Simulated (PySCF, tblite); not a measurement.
**C2HF2O2 radical: geometry, infrared bands and EPR parameters**

Wanted: the infrared bands and EPR parameters of C2HF2O2 radical (`O=CO[C](F)F`), by calculation.

Computed with tblite 0.8.0 and PySCF 2.14.0, with density-fitted response routines of our own, on a single molecule in the gas phase. Atoms count from 0, in the outputs and in this text.

**1. The molecule as given**

7 atoms, charge 0, multiplicity 2; geometry from: force field or distance geometry start.

Bonds of the start (Å): O0–C1 1.26, C1–O2 1.38, O2–C3 1.42, C3–F4 1.34, C3–F5 1.39, C1–H6 1.09.

**2. Geometry optimisation with GFN2-xTB**

The job: settings as JSON, then the geometry in Å.

```
{"job": {"kind": "relax", "xc": "GFN2-xTB", "basis": "xTB"}, "charge": 0, "multiplicity": 2}
O      1.232300     1.342300     0.413600
C      1.221600     0.084600     0.500100
O      0.052300    -0.628300     0.343600
C     -1.206800    -0.045300     0.054100
F     -1.296400     0.665600    -1.074200
F     -2.178700    -1.031700     0.186800
H      2.179000    -0.382300     0.719900
```

The run is started by

```sh
OMP_NUM_THREADS=1 python probes_run.py task.json out
```

This one command runs all jobs of the session in turn.

**Question.** This job is followed by: GFN2-xTB harmonic vibrations, gas phase; UKS B3LYP, pcH-1 on C F H O, non-relativistic, mean-field spin-orbit, GIAO. Predict these results of the whole session: strongest single infrared mode (GFN2-xTB); zero-point energy (GFN2-xTB); g(iso) (B3LYP); ⟨S²⟩; largest a(iso) (averaged by class); surface potential, 1st and 99th percentile.

**Answer**, as computed:

| quantity | value |
| --- | --- |
| strongest single infrared mode (GFN2-xTB) | 1772 cm⁻¹, 516 km/mol |
| zero-point energy (GFN2-xTB) | 19.6 kcal/mol |
| g(iso) (B3LYP) | 2.00323 |
| ⟨S²⟩ | 0.752 (exact 0.75) |
| largest a(iso) (averaged by class) | 13C on C3, 541.1 MHz |
| surface potential, 1st and 99th percentile | -1.24 V and 1.73 V |

Over 41 steps the energy fell by 0.619 eV; of the close pairs, O2–C3 changed most, 1.417 to 1.333 Å. All 15 modes are real, so the xTB geometry is a minimum. The strongest single mode, at 1772 cm⁻¹, moves mainly C1 and O0. GFN2-xTB is a fitted tight-binding method: band positions and strengths are rough. Its intensities can rank the bands wrongly. Most of the unpaired spin sits on C3 (0.80 e). The isotropic g lies 0.9 ppt above the free-electron value.
